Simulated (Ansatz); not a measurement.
**C3H6F2O: one species, many methods**

An exercise on one series of results from a longer session: the logs are not shown, and one member is left open.

Program: Ansatz 0.2.0, Gaussian basis. Level of theory: functionals in def2-TZVPP, the program's frozen cores in correlated methods. These are calculated values, not measurements.

Plan: PBE-D4, r2SCAN-D4, PBE0-D4, B3LYP-D4, ωB97X-V, ωB97M-V, B2PLYP; CCSD(T)/def2-TZVPP; MP2/def2-QZVPP; extrapolation to the limit.

## The geometry

All runs share one geometry, relaxed beforehand with PBE0-D4 in a triple-zeta def2 set.

SMILES `FCCOCF`, 12 atoms, charge 0, spin multiplicity 1.

Atoms are counted from 1 here; the program's logs count them from 0.

Bond lengths: F1–C2 1.379 Å, C2–C3 1.509 Å, C2–H7 1.093 Å, C2–H8 1.093 Å, C3–O4 1.414 Å, C3–H9 1.098 Å, C3–H10 1.094 Å, O4–C5 1.366 Å, C5–F6 1.380 Å, C5–H11 1.098 Å, C5–H12 1.091 Å. Angles: F1–C2–C3 108.7°, F1–C2–H7 108.6°, F1–C2–H8 108.7°, C3–C2–H7 110.9°, C3–C2–H8 110.7°, H7–C2–H8 109.2°, C2–C3–O4 106.8°, C2–C3–H9 110.1°, C2–C3–H10 110.1°, O4–C3–H9 110.4°, O4–C3–H10 111.0°, H9–C3–H10 108.5°, C3–O4–C5 114.4°, O4–C5–F6 111.2°, O4–C5–H11 112.0°, O4–C5–H12 107.5°, F6–C5–H11 106.4°, F6–C5–H12 107.9° and more.

The first run:

File in.yaml:

```yaml
crystal:
  periodic: [false, false, false]
  atoms:
    - {symbol: F, position_ang: [-2.818638, -0.101057, -0.144125]}
    - {symbol: C, position_ang: [-1.599082, -0.722554, -0.312635]}
    - {symbol: C, position_ang: [-0.504521, 0.255610, 0.037478]}
    - {symbol: O, position_ang: [0.722995, -0.418801, -0.157565]}
    - {symbol: C, position_ang: [1.823104, 0.287951, 0.236622]}
    - {symbol: F, position_ang: [2.056890, 1.356815, -0.604494]}
    - {symbol: H, position_ang: [-1.561486, -1.599668, 0.339009]}
    - {symbol: H, position_ang: [-1.510908, -1.043680, -1.353815]}
    - {symbol: H, position_ang: [-0.603914, 0.575500, 1.083347]}
    - {symbol: H, position_ang: [-0.571556, 1.139777, -0.603969]}
    - {symbol: H, position_ang: [1.702698, 0.706540, 1.244975]}
    - {symbol: H, position_ang: [2.682420, -0.381534, 0.174471]}
basis:
  gaussian: {orbitals: def2-TZVPP}
hamiltonian: {xc: pbe, dispersion: d4}
output: {forces: true, orbitals: {seedname: orbitals}}
```

The run is started by

```bash
$ ansatz run in.yaml --threads 4 --pin off --events-out ev --progress --plain --max-ram 10444MiB
```

Among the steps run: PBE-D4 (GGA); r2SCAN-D4 (meta-GGA); PBE0-D4 (hybrid); B3LYP-D4 (hybrid); ωB97X-V (range-separated); ωB97M-V (range-separated); B2PLYP (double hybrid); CCSD(T) in def2-TZVPP; MP2 in def2-QZVPP.

One table of the session follows, with a row left open; its other results are not shown here.

```
            method  atomisation energy (kcal/mol)
            PBE-D4                         1150.0
         r2SCAN-D4                         1120.0
           PBE0-D4                         1121.4
          B3LYP-D4                         1115.0
           ωB97X-V                         1119.9
           ωB97M-V                         1120.2
            B2PLYP                         1105.8
     HF/def2-TZVPP                          798.2
    MP2/def2-TZVPP                              ?
   CCSD/def2-TZVPP                         1071.6
CCSD(T)/def2-TZVPP                         1089.1
           MP2/CBS                         1143.0
       CCSD(T)/CBS                         1117.2
```

Q: Estimate the row for MP2/def2-TZVPP from the others.

The run gave: atomisation energy (kcal/mol): 1114.8. In the column «atomisation energy (kcal/mol)» it lies between B2PLYP (1105.8) and B3LYP-D4 (1115.0).

To keep in mind: Free atoms (2 F, 3 C, 1 O, 6 H) were run apart at each level; the atomisation energy is their sum less the molecule, without zero-point or spin-orbit terms.
